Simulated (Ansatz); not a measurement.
`FCOC(F)F` → `F[C]F` + `OCF`  (formal loss of a carbene)

Isolated molecules relaxed with PBE0-D4/def2-TZVP in Ansatz; ΔE leaves out vibrations. CCSD(T)/CBS is the MP2 limit (def2-TZVPP, def2-QZVPP) plus CCSD(T) − MP2 in def2-TZVPP, frozen cores. This one scheme is used for every species. Functionals use def2-TZVPP. HSE06 is defined as in plane-wave codes. One conformer a species, not always the lowest.

`FCOC(F)F`:

Cartesian coordinates in Å:
```
F 1.076 1.490 -0.571
C -0.209 1.012 -0.586
O -0.208 -0.371 -0.663
C 0.166 -1.018 0.483
F 0.265 -2.311 0.178
F -0.792 -0.885 1.430
H -0.703 1.371 -1.488
H -0.705 1.368 0.321
H 1.111 -0.656 0.898
```

`F[C]F`:

Cartesian coordinates in Å:
```
F -0.810 0.407 0.548
C 0.429 0.159 0.262
F 0.381 -0.566 -0.811
```

`OCF`:

Z-matrix (Å, degrees):
```
C
F 1 1.381
O 1 1.370 2 111.1
H 1 1.091 2 107.8 3 -117.4
H 1 1.096 2 106.3 3 123.2
H 3 0.962 1 109.3 2 70.7
```

CCSD(T)/CBS gives +2.55 eV.

(1) Another level gave +3.15 eV. Which?
A. LDA (SPW92)/def2-TZVPP
B. revPBE/def2-TZVPP
C. HSE06/def2-TZVPP
D. CCSD/def2-TZVPP

Largest T1 diagnostic among the species: 0.017.

Results:

(1) A. LDA (SPW92) 3.15, HSE06 2.70, revPBE 2.28, CCSD/def2-TZVPP 2.54 eV.

Leaving LDA and LC-ωPBE aside and taking each functional with its dispersion term where it has one, the values, not all of them listed here, spread over 0.46 eV, from BLYP-D4 to r2SCAN0-D4. LDA lies +0.61 eV from PBE without D4. From PBE to PBE0 (25 % exact exchange), in def2-TZVPP and without D4, ΔE moves by +0.17 eV.
